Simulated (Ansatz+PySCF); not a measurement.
Results of a calculation; reference values are marked as such.
**Several solutions for doublet NO**

| atom | x (Å) | y (Å) | z (Å) |
| --- | --- | --- | --- |
| N | 0.0000 | 0.0000 | -0.8530 |
| O | 0.0000 | 0.0000 | 0.7464 |

Basis set: STO-3G (spherical functions). Charge 0, multiplicity 2.

PBE0 (unrestricted) was run from several starts with Ansatz (development build ahead of 0.2.0) and PySCF 2.14.0.

```
run  program                        start  converged  energy (hartree)  <S²>
  A    PySCF             program defaults        yes        -127.90697  1.43
  B   Ansatz  search for the lowest state        yes        -127.92517  1.54
  C   Ansatz      atomic start, no search        yes        -127.90697  1.43
```

(1) Which runs reached the lowest solution of this kind, and what is wrong with the others?

## Answers

(1) B reached the lowest solution found. Converged but too high: A by 0.50 eV, C by 0.50 eV. Convergence only shows a stationary point, and even a stable one can lie too high; stability tests and further starts are what find lower ones. Caution: the unrestricted determinant is spin contaminated.
